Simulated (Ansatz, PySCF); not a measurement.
How UKS-B3LYP/6-31G* and FCI compare on the harmonic wavenumber of diatomic hydrides.

Values in cm⁻¹, from Ansatz (an electronic-structure program) and PySCF. Where two bases are given, the first is that of UKS-B3LYP/6-31G*. Full CI is exact in its basis, with frozen cores. Scans on which UKS-B3LYP/6-31G* failed, held another spin at the minimum or broke off are missing, so the means are lower bounds.

```json
[
 {"system": "HGa singlet", "basis": "6-31G* / aug-cc-pVDZ", "UKS-B3LYP/6-31G*": "1540", "FCI": "1560", "UKS-B3LYP/6-31G* − FCI": "-20"},
 {"system": "HP triplet", "basis": "6-31G* / cc-pVDZ", "UKS-B3LYP/6-31G*": "2350", "FCI": "2330", "UKS-B3LYP/6-31G* − FCI": "20"},
 {"system": "HSi cation singlet", "basis": "6-31G* / cc-pVTZ", "UKS-B3LYP/6-31G*": "2160", "FCI": "2150", "UKS-B3LYP/6-31G* − FCI": "10"},
 {"system": "CH cation singlet", "basis": "6-31G* / aug-cc-pVDZ", "UKS-B3LYP/6-31G*": "2880", "FCI": "2840", "UKS-B3LYP/6-31G* − FCI": "40"},
 {"system": "HSi cation singlet", "basis": "6-31G* / cc-pVQZ", "UKS-B3LYP/6-31G*": "2160", "FCI": "2160", "UKS-B3LYP/6-31G* − FCI": "0"},
 {"system": "HMg doublet", "basis": "6-31G* / def2-SVP", "UKS-B3LYP/6-31G*": "1440", "FCI": "1470", "UKS-B3LYP/6-31G* − FCI": "-30"},
 {"system": "CH cation singlet", "basis": "6-31G* / cc-pVDZ", "UKS-B3LYP/6-31G*": "2880", "FCI": "2890", "UKS-B3LYP/6-31G* − FCI": "-10"},
 {"system": "HS doublet", "basis": "6-31G* / def2-SVP", "UKS-B3LYP/6-31G*": "2660", "FCI": "2720", "UKS-B3LYP/6-31G* − FCI": "-60"},
 {"system": "HCl singlet", "basis": "6-31G* / cc-pVDZ", "UKS-B3LYP/6-31G*": "2940", "FCI": "3010", "UKS-B3LYP/6-31G* − FCI": "-70"},
 {"system": "HF cation doublet", "basis": "6-31G* / aug-cc-pVDZ", "UKS-B3LYP/6-31G*": "2890", "FCI": "2980", "UKS-B3LYP/6-31G* − FCI": "-90"},
 {"system": "HLi singlet", "basis": "6-31G* / cc-pVTZ", "UKS-B3LYP/6-31G*": "1400", "FCI": "1390", "UKS-B3LYP/6-31G* − FCI": "10"}
]
```

Q: What do these rows say about the size and sign of the difference from FCI?

A: The mean difference from FCI is -18 cm⁻¹ (median -10) and the mean absolute one 33 cm⁻¹ (median 20); UKS-B3LYP/6-31G* lies above in 4 and below in 6 of 11 cases. It is closest for HSi cation singlet (0), HSi cation singlet (10), CH cation singlet (-10) and furthest off for HF cation doublet (-90), HCl singlet (-70), HS doublet (-60).
